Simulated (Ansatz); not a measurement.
Geometry optimisation, UKS PBE/def2-SVPD (Ansatz 0.2.0).

The input (input.yaml):

```yaml
crystal:
  periodic: [false, false, false]
  atoms:
    - { symbol: Al, position_ang: [-0.531918, 0.235789, -1.571542] }
    - { symbol: "N", position_ang: [-0.665859, -1.664432, 1.015532] }
    - { symbol: H, position_ang: [-1.514453, -1.418741, 0.498953] }
    - { symbol: C, position_ang: [0.814471, 1.537153, -0.84128] }
    - { symbol: H, position_ang: [-0.57377, -2.683007, 0.949862] }
    - { symbol: H, position_ang: [-0.803987, -1.414075, 1.998777] }
    - { symbol: H, position_ang: [1.784988, 1.51187, -1.385675] }
    - { symbol: H, position_ang: [1.035756, 1.304675, 0.223609] }
    - { symbol: H, position_ang: [0.454471, 2.590768, -0.888236] }
magnetization:
  spin_polarized: true
basis:
  gaussian: { orbitals: def2-SVPD }
hamiltonian:
  xc: pbe
relax:
  f_tol: 0.03
  max_steps: 50
```

Launched with:

```bash
$ ansatz run input.yaml --threads 4 --pin off --max-ram 5120MiB --backend cpu --events-out ev --progress --plain --runs-dir out
```

Where does it end, and by what steps?

It converged. After 23 steps the energy has fallen by 0.424 eV; H6 moved furthest, 1.35 Å. Joined: Al1–N2 (3.21 → 2.26 Å).

| step | energy less start (eV) | largest force component (eV/Å) | accepted |
| --- | --- | --- | --- |
| 0 | 0.0000 | 0.228 | yes |
| 1 | -0.0529 | 0.732 | yes |
| 2 | -0.1115 | 1.483 | yes |
| 3 | -0.2218 | 0.844 | yes |
| 4 | -0.3219 | 0.242 | yes |
| 5 | -0.3616 | 0.377 | yes |
| 6 | -0.3755 | 0.562 | yes |
| 7 | -0.3842 | 0.209 | yes |
| 8 | -0.3873 | 0.110 | yes |
| 9 | -0.3893 | 0.051 | yes |
| 10 | -0.3901 | 0.202 | yes |
| 11 | -0.3930 | 0.053 | yes |
| 12 | -0.3956 | 0.053 | yes |
| 13 | -0.3983 | 0.129 | yes |
| 14 | -0.3890 | 0.549 | no |
| 15 | -0.4028 | 0.077 | yes |
| 16 | -0.4065 | 0.096 | yes |
| 17 | -0.4078 | 0.327 | yes |
| 18 | -0.4160 | 0.141 | yes |
| 19 | -0.4198 | 0.087 | yes |
| 20 | -0.4217 | 0.110 | yes |
| 21 | -0.4228 | 0.077 | yes |
| 22 | -0.4234 | 0.047 | yes |
| 23 | -0.4236 | 0.020 | yes |

```xyz
9
Properties=species:S:1:pos:R:3
Al -0.436 -0.317 -1.506
N -0.844 -1.080 0.587
H -1.630 -1.738 0.642
C 0.800 1.041 -0.626
H -0.011 -1.573 0.939
H -1.028 -0.310 1.247
H 1.333 1.698 -1.344
H 1.586 0.560 0.005
H 0.232 1.719 0.055
```

Whether the end is a true minimum wasn't checked by a vibrational analysis.

Run time: 58 s on 4 threads of Arm Neoverse N1, on a shared host, peak memory 0.17 GiB.
